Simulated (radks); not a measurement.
# S²⁺ in [He] 2s2 2p5 3s2 3p2 4p1: an all-electron calculation

Wanted: eigenvalues, radial structure and energy terms of the sulfur ion S2+.

Program: radks (a radial shooting solver on a logarithmic mesh, Libxc functionals) version 1. Level of theory: non-relativistic Kohn-Sham, TPSS, spin-polarised, spherical densities, point nucleus; open shells are filled with parallel spins first. These are calculated values, not measurements, unless marked.

## 1. What is computed

| Quantity | Value |
| --- | --- |
| element | sulfur (Z = 16) |
| charge | +2 |
| electrons | 14 |
| configuration | [He] 2s2 2p5 3s2 3p2 4p1 |

The outer shells:

S²⁺
```
[He] core
2s [↑↓]
2p [↑↓][↑↓][↑ ]
3s [↑↓]
3p [↑ ][↑ ][  ]
4p [↑ ][  ][  ]
```

## 2. The calculation

The run's settings:

```text
Z 16
configuration [He] 2s2 2p5 3s2 3p2 4p1 4s0 3d0 5p0 4f0
relativity non-relativistic
functional tpss,tpss
spin polarised
nucleus point
```

Command:

```bash
> python run_ks.py task.json out
```

This one command runs every case of the session in turn.

Q: Predict the outcome of this run.

**Answer**, as computed:

```
                        quantity                   value
                    total energy      -390.03122 hartree
exchange-correlation share of it                  6.07 %
                            −T/E                  0.9989
          highest occupied level       4p up, -12.366 eV
    most extended occupied level  4p up, <r> = 4.08 bohr
 radius at density 0.001 e/bohr³               4.65 bohr
    maxima of the radial density                       4
```

What this shows: The radial density shows 4 maxima for 4 occupied principal shells. The ratio −T/E is 0.9989; for a non-relativistic Coulomb system it is 1 up to the kinetic part of correlation. This is not the tabulated ground configuration, so its levels and sizes aren't those of the ground state, and no measured value stands beside it.
